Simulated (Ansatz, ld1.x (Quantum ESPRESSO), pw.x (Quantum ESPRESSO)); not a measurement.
## pw.x on fcc Sr: one setting changed

Potential: ultrasoft, ld1.x (Quantum ESPRESSO) 7.5, PBE; core [Ar] 3d10, reference 4s2 4p6 4d0 5s2 5p0; waves: 4s (bound): rcut 1.75, rcutus 1.95 bohr; 5s (bound): rcut 1.75, rcutus 1.95 bohr; 4p (bound): rcut 2.30, rcutus 2.45 bohr; 5p (bound, empty): rcut 2.30, rcutus 2.45 bohr; 4d (bound, empty): rcut 2.30, rcutus 3.10 bohr; 4d channel at 0.75 Ry: rcut 2.30, rcutus 3.10 bohr; local part: all-electron potential smoothed inside 2.20 bohr (lloc = -2); core correction: none; augmentation: PSQ, inside the norm-conserving radii.

The reference run (k-mesh 10³, cutoffs 40/320 Ry, Fermi–Dirac 0.01 Ry, mixing_beta 0.4, conv_thr 1e-9, no spin) gives -0.01 GPa at 55.145 Å³/atom, where all-electron LAPW gives 0.01 GPa. This run, with its own iteration cap, changes k-mesh points per axis to 4.

```
&control
  calculation='scf', prefix='x', pseudo_dir='./', outdir='./tmp', tstress=.true., disk_io='none'
/
&system
  ibrav=0, nat=1, ntyp=1, ecutwfc=40, ecutrho=320, nbnd=12,
  occupations='smearing', smearing='fd', degauss=0.01
/
&electrons
  conv_thr=1e-09, mixing_beta=0.4, electron_maxstep=60
/
ATOMIC_SPECIES
Sr 1.0 Sr.UPF
CELL_PARAMETERS angstrom
  0.00000000 3.02105558 3.02105558
  3.02105558 0.00000000 3.02105558
  3.02105558 3.02105558 0.00000000
ATOMIC_POSITIONS crystal
Sr 0.0000 0.0000 0.0000
K_POINTS automatic
4 4 4 0 0 0
```

```bash
pw.x < Sr.scf.in > Sr.scf.out
```

**Question.** How does the run end?

**Answer.** It converges in 8 iterations; the free energy moves by -38.7 meV/atom and the pressure by +0.08 GPa.

```
Message from routine setup:
     using ibrav=0 with symmetry is DISCOURAGED, use correct ibrav instead
     lattice parameter (alat)  =       8.0737  a.u.
     unit-cell volume          =     372.1369 (a.u.)^3
     number of electrons       =        10.00
     number of Kohn-Sham states=           12
     kinetic-energy cutoff     =      40.0000  Ry
     charge density cutoff     =     320.0000  Ry
     scf convergence threshold =      1.0E-09
     Exchange-correlation= PBE
     number of k points=     8  Fermi-Dirac smearing, width (Ry)=  0.0100
     iteration #  1     ecut=    40.00 Ry     beta= 0.40
     total energy              =     -62.32723473 Ry
     estimated scf accuracy    <       0.00277468 Ry
     iteration #  2     ecut=    40.00 Ry     beta= 0.40
     total energy              =     -62.32735171 Ry
     estimated scf accuracy    <       0.00081168 Ry
     iteration #  3     ecut=    40.00 Ry     beta= 0.40
     total energy              =     -62.32748253 Ry
     estimated scf accuracy    <       0.00006036 Ry
     iteration #  4     ecut=    40.00 Ry     beta= 0.40
     total energy              =     -62.32767237 Ry
     estimated scf accuracy    <       0.00004675 Ry
     iteration #  5     ecut=    40.00 Ry     beta= 0.40
     total energy              =     -62.32738347 Ry
     estimated scf accuracy    <       0.00163320 Ry
     iteration #  6     ecut=    40.00 Ry     beta= 0.40
     total energy              =     -62.32750087 Ry
     estimated scf accuracy    <       0.00000047 Ry
     iteration #  7     ecut=    40.00 Ry     beta= 0.40
     total energy              =     -62.32750103 Ry
     estimated scf accuracy    <       0.00000007 Ry
     iteration #  8     ecut=    40.00 Ry     beta= 0.40
     the Fermi energy is     5.0086 ev
!    total energy              =     -62.32750105 Ry
     estimated scf accuracy    <          9.1E-10 Ry
     smearing contrib. (-TS)   =      -0.00499922 Ry
     The total energy is F=E-TS. E is the sum of the following terms:
     one-electron contribution =     -28.20723514 Ry
     hartree contribution      =      14.62081412 Ry
     xc contribution           =      -8.58116706 Ry
     ewald contribution        =     -40.15491375 Ry
     convergence has been achieved in   8 iterations
          total   stress  (Ry/bohr**3)                   (kbar)     P=        0.64
     Message from routine punch:
     Nothing written, as per user request (disk_io='none')
```

The run took about 6.7 s on one core of a shared host (Neoverse-V1, 32 threads, 247 GiB, load 38).
